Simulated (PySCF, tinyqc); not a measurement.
Inside a calculation. Method: RHF in the sto-3g basis, for CH2, spin multiplicity 1. This run ends on a higher stationary point, not on the lowest solution. The lowest restricted solution is unstable here: a spin-polarised one lies 0.0253 hartree lower (PySCF). One step of it, computed by the program tinyqc.

Task: Iteration 14 (converged): orbitals. Diagonalise F' = X^T F X, C = X C', fill 4 alpha and 4 beta electrons from the bottom; D = 2 C_occ C_occ^T. Each column has its largest component positive (the first on a tie).

converged F (hartree), lower triangle:
```
             1C 1s      1C 2s     1C 2px     1C 2py     1C 2pz      2H 1s      3H 1s
1C 1s   -10.883752
1C 2s    -2.934630  -1.290870
1C 2px    0.000000   0.000000  -0.185136
1C 2py   -0.000255  -0.006234   0.000000  -0.012454
1C 2pz    0.007313  -0.068706   0.000000  -0.005859   0.274415
2H 1s    -0.359021  -0.455204   0.000000  -0.292209  -0.110185  -0.244269
3H 1s    -0.320509  -0.425230   0.000000   0.281737  -0.102111  -0.041943  -0.225476
```

X:
```
                1          2          3         4          5          6         7
1C 1s   -0.386019   0.076433   0.719442  0.000000  -0.583106  -0.023736  0.244442
1C 2s    0.950363  -0.146570  -0.295140  0.000000  -0.274440  -0.035727  0.496331
1C 2px   0.000000   0.000000   0.000000  1.000000   0.000000   0.000000  0.000000
1C 2py   0.160841   0.897442  -0.005317  0.000000   0.000100   0.618530  0.038104
1C 2pz   0.417063  -0.060040   0.652784  0.000000   0.651020  -0.013811  0.214568
2H 1s   -0.755484  -0.579515  -0.221614  0.000000   0.182944   0.383035  0.398144
3H 1s   -0.503719   0.770905  -0.237008  0.000000   0.193747  -0.437631  0.341780
```

Give: F' = X^T F X; orbital energies; coefficients C; D after iteration 14.

Result:

F' = X^T F X (hartree), lower triangle:
```
        1       2       3       4       5       6       7
1  -0.011
2   0.131   0.496
3   1.390  -0.318  -4.210
4   0.000   0.000   0.000  -0.185
5  -1.138   0.277   4.519   0.000  -4.433
6  -0.031   0.142   0.210   0.000  -0.237  -0.374
7   0.591  -0.141  -2.480   0.000   2.819   0.146  -2.241
```

orbital energies (hartree): MO1 -10.890, MO2 -0.650, MO3 -0.381, MO4 -0.185, MO5 0.130, MO6 0.469, MO7 0.548

coefficients C:
```
           MO1     MO2     MO3    MO4     MO5     MO6     MO7
1C 1s    0.993  -0.228  -0.007  0.000  -0.151  -0.102  -0.023
1C 2s    0.026   0.778   0.029  0.000   0.673   0.509   0.122
1C 2px   0.000   0.000   0.000  1.000   0.000   0.000   0.000
1C 2py   0.000   0.012  -0.483  0.000  -0.014  -0.167   0.977
1C 2pz   0.001   0.057  -0.003  0.000  -0.541   0.869   0.149
2H 1s   -0.004   0.286  -0.495  0.000  -0.479  -0.453  -0.730
3H 1s   -0.004   0.260   0.515  0.000  -0.501  -0.648   0.497
```

D after iteration 14, lower triangle:
```
         1C 1s   1C 2s  1C 2px  1C 2py  1C 2pz   2H 1s  3H 1s
1C 1s    2.078
1C 2s   -0.303   1.215
1C 2px   0.000   0.000   2.000
1C 2py   0.001  -0.010   0.000   0.467
1C 2pz  -0.024   0.088   0.000   0.004   0.007
2H 1s   -0.133   0.416   0.000   0.485   0.036   0.653
3H 1s   -0.133   0.434   0.000  -0.492   0.026  -0.361  0.666
```
